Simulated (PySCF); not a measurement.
Static response to an electric field

Compound: C4H4FP.
Geometry (PBE0-D3(BJ)/def2-SVP, Å), atoms numbered from 1 in this order:
```
atom  x, y, z in Å
C1    -2.1856    0.7306    0.5557
C2    -1.2897    0.2174   -0.0776
C3    -0.1964   -0.3637   -0.8339
P4     1.2371    0.8445   -1.0218
C5     2.1162    0.4527    0.3493
F6     1.8044   -0.4718    1.2477
H7    -2.9820    1.1803    1.1186
H8    -0.5341   -0.6241   -1.8503
H9     0.1638   -1.2861   -0.3520
H10    3.0554    0.9656    0.5965
```

Level: PBE0/def2-SVPD (PySCF), static field, nuclei fixed, core orbitals frozen in the response. The polarisability tensor in these axes (au):

```
x   91.97 -2.08 -2.15
y   -2.08 58.97  0.07
z   -2.15  0.07 69.63
```

Task: Give the principal values, the mean and the anisotropy Δα = √{½[(α1 − α2)² + (α2 − α3)² + (α1 − α3)²]}.

Result: Principal values 58.84, 69.42 and 92.31 au; mean 73.52 au = 10.90 Å³ = 12.12 × 10⁻⁴⁰ C²·m²/J; Δα = 29.63 au (40 % of the mean).

Task: What is the dipole moment, and where does it point?

Result: (0.36, -0.22, -0.27) D, 0.50 D in size, pointing from the negative to the positive side. Measured along this direction, the outermost atoms are H7 at the negative end and H10 at the positive end.

Task: Directions of the eigenvectors, and the extent of the frame along each?

Result: Largest value along (0.99, -0.06, -0.09), where the nuclei span 6.06 Å; middle along (0.09, -0.01, 1.00), 3.30 Å; least along (0.06, 1.00, 0.01), 2.43 Å. The response follows the extents in order.

Task: What would n − 1 = 2πNα be for an ideal gas of these molecules at 298.15 K and 1 atm, electronic part alone?

Result: N = p/kT = 2.4615 × 10¹⁹ cm⁻³, so n − 1 = 2π × N × 10.90 × 10⁻²⁴ cm³ = 1685 × 10⁻⁶ at long wavelengths.

Task: Orientational against electronic polarisability at 298 K (dilute gas, rigid molecules)?

Result: In Gaussian units μ²/3kT = 2.02 Å³ against 10.90 Å³, a ratio of 0.19; the Debye molar polarisation (4π/3)N_A(α + μ²/3kT) is 32.6 cm³/mol, leaving out the vibrational part.

Task: Find the Langevin capture rate constant for NH4+ (18.034 u) meeting this molecule (102.003 u), k = 2.342 × 10⁻⁹ cm³/s × √(α in Å³ / reduced mass in u).

Result: The reduced mass is 15.32 u, so k = 1.97 × 10⁻⁹ cm³/s. The formula leaves out the permanent dipole, which adds to the capture rate.

Isolated species at its PBE0-D3(BJ)/def2-SVP geometry (one conformer only).

The run behind these numbers computed excited states and ΔSCF ions as well. Hardware: one thread, Arm Neoverse V2 (aarch64), on a shared host. Cost: 1.8 min, 0.71 GiB resident at most.
